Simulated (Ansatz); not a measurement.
## Ga₃, quartet: vertical spin and charge gaps

Geometry (PBE0/def2-TZVP stationary point for this spin, not checked as a minimum):

```xyz
3

Ga    0.0000   -0.6851   -1.5364
Ga    0.0000    1.3702    0.0000
Ga    0.0000   -0.6851    1.5364
```

Basis cc-pVTZ; Ansatz 0.2.0. Correlated methods freeze the noble-gas cores and the filled d shells of p-block atoms. Prefix R: restricted or restricted open-shell reference; prefix U: unrestricted. Active spaces: valence = (9e, 12o) chosen from the atoms' valence shells. No spin–orbit coupling is included, and no scalar relativity.

Gaps are energies of the second state less the first, at fixed atoms, for a selection of the levels run; each method lands on the state that its own search finds for that charge and spin.

Question: PBE gives 6.400 eV for removing an electron, to the triplet. Estimate what UCCSDT(Q) gives in cc-pVTZ.

Answer: UCCSDT(Q) in cc-pVTZ gives 6.369 eV, so against it PBE is off by 0.031 eV, of which a good part can be the reference's own basis and frozen-core error.

```
                   level  gap (eV)  error (meV)
                     UHF     5.931         -438
                    UMP2     6.361           -8
                   UCCSD     6.325          -44
                UCCSD(T)     6.364           -5
                 BCCD(T)     6.357          -12
                  UCCSDT     6.364           -5
  CASSCF (valence space)     5.586         -783
  NEVPT2 (valence space)     6.180         -189
  MRCISD (valence space)     6.248         -121
MRCISD+Q (valence space)     6.346          -23
                  r2SCAN     6.540          171
                    PBE0     6.452           83
                   B3LYP     6.359          -10
                 wB97M-V     6.313          -56
                  B2PLYP     6.288          -81
                 RPA-PBE     6.522          153
```

Functionals correlate the shells that the reference freezes, so part of their error here is the reference's.

Full CI isn't at hand for all of this; UCCSDT(Q) serves as the reference, and is uncertain by about the last step of the cluster series. The frozen core follows each run's orbitals, which can shift R against U totals by a few meV for light atoms and by up to 0.1 eV past Ca.
